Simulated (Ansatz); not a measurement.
Input file:

```yaml
crystal:
  periodic: [false, false, false]
  atoms:
    - {symbol: B, position_ang: [-1.536463, 0.000000, 0.000000]}
    - {symbol: H, position_ang: [-2.133196, 1.033571, 0.000000]}
    - {symbol: H, position_ang: [-2.133196, -1.033571, 0.000000]}
    - {symbol: H, position_ang: [0.352537, 0.000000, 0.000000]}
    - {symbol: B, position_ang: [1.522537, 0.000000, 0.000000]}
    - {symbol: H, position_ang: [2.031610, 0.000000, 1.077008]}
    - {symbol: H, position_ang: [2.031610, 0.000000, -1.077008]}
basis:
  gaussian: {orbitals: cc-pVDZ}
magnetization: {spin_polarized: false, initial_magnetization: 1}
hamiltonian: {xc: {name: B3LYP}, pseudopotentials: {relativity: none}}
correlation: {method: ccsd_t, electrons: outside_noble_gas, diis_vectors: 1}
output: {forces: true}
```

```sh
$ ansatz run in.yaml --threads 1 --pin off --events-out ev --progress --plain --max-ram 2393MiB
```

**Question.** Roughly how long does this take on 1 thread of Arm Neoverse V2, shared host, and how much host memory?

**Answer.** 8.5 s wall and 0.22 GiB.

```
477 factors; integrals over basis functions are off by at most 1.4e-3 eV
mean field evaluation 1: about -1428.3655 eV, gradient 1.4e1 eV
mean field evaluation 2: about -1428.3622 eV, gradient 1.4e1 eV
mean field evaluation 4: about -1429.3007 eV, gradient 1.1e0 eV
mean field evaluation 8: about -1429.3059 eV, gradient 1.4e-2 eV
mean field evaluation 16: about -1429.2301 eV, gradient 1.1e0 eV
mean field -1429.30589192 eV, -52.5260227096 hartree, gradient 3.0e-6 eV, S^2 0.750000; 4 other end points of the search recorded, 0 dependent functions left out
mean field evaluation 32: about -1418.0769 eV, gradient 3.2e-1 eV
2 core orbitals not correlated: weight in the atoms' cores, before any rotation towards them, 1.000 or more for the frozen orbitals, at most 0.000 for the correlated occupied ones
reference -1417.80630706 eV, -52.1034207607 hartree; 6, 5 occupied and 45, 46 virtual orbitals, 477 factors
second order -4.63385040 eV of doubles, -0.16655100 eV of singles
cycle   1  -5.64792791 eV  change   -8.5e-1 eV  update   5.8e-2
cycle   2  -5.91550164 eV  change   -2.7e-1 eV  update   1.8e-2
cycle   3  -5.92918659 eV  change   -1.4e-2 eV  update   4.5e-3
cycle   4  -5.93024054 eV  change   -1.1e-3 eV  update   2.0e-3
cycle   5  -5.92915570 eV  change    1.1e-3 eV  update   8.0e-4
cycle   6  -5.92882454 eV  change    3.3e-4 eV  update   3.3e-4
cycle   7  -5.92865473 eV  change    1.7e-4 eV  update   1.4e-4
cycle   8  -5.92863536 eV  change    1.9e-5 eV  update   7.4e-5
cycle   9  -5.92862166 eV  change    1.4e-5 eV  update   4.3e-5
cycle  10  -5.92862425 eV  change   -2.6e-6 eV  update   2.5e-5
cycle  11  -5.92862642 eV  change   -2.2e-6 eV  update   1.4e-5
cycle  12  -5.92862933 eV  change   -2.9e-6 eV  update   8.2e-6
cycle  13  -5.92863070 eV  change   -1.4e-6 eV  update   5.0e-6
cycle  14  -5.92863197 eV  change   -1.3e-6 eV  update   3.1e-6
cycle  15  -5.92863264 eV  change   -6.6e-7 eV  update   1.9e-6
cycle  16  -5.92863303 eV  change   -3.9e-7 eV  update   1.1e-6
cycle  17  -5.92863319 eV  change   -1.7e-7 eV  update   6.7e-7
cycle  18  -5.92863334 eV  change   -1.5e-7 eV  update   4.3e-7
cycle  19  -5.92863342 eV  change   -8.0e-8 eV  update   2.6e-7
cycle  20  -5.92863347 eV  change   -5.1e-8 eV  update   1.6e-7
perturbative correction -0.09708257 eV, -0.0035677187 hartree
the calculation of the forces begins
Total energy: -1423.83202310 eV, -52.3248617410 hartree
Atom 0 at    -1.536463     0.000000     0.000000 Å, force    -0.958382    -0.000000     0.000000 eV/Å
Atom 1 at    -2.133196     1.033571     0.000000 Å, force    -0.084513     0.546767    -0.000000 eV/Å
Atom 2 at    -2.133196    -1.033571     0.000000 Å, force    -0.084513    -0.546767    -0.000000 eV/Å
Atom 3 at     0.352537     0.000000     0.000000 Å, force    -0.860900    -0.000000    -0.000000 eV/Å
Atom 4 at     1.522537     0.000000     0.000000 Å, force     0.707030     0.000000     0.000000 eV/Å
Atom 5 at     2.031610     0.000000     1.077008 Å, force     0.640638    -0.000000     0.200788 eV/Å
Atom 6 at     2.031610     0.000000    -1.077008 Å, force     0.640638    -0.000000    -0.200788 eV/Å
Dipole moment:     0.021021    -0.000000     0.000000 e Å
```

Forces (eV/Å):
```
B   -0.958  0.000  0.000
H   -0.085  0.547  0.000
H   -0.085 -0.547  0.000
H   -0.861  0.000  0.000
B    0.707  0.000  0.000
H    0.641  0.000  0.201
H    0.641  0.000 -0.201
```
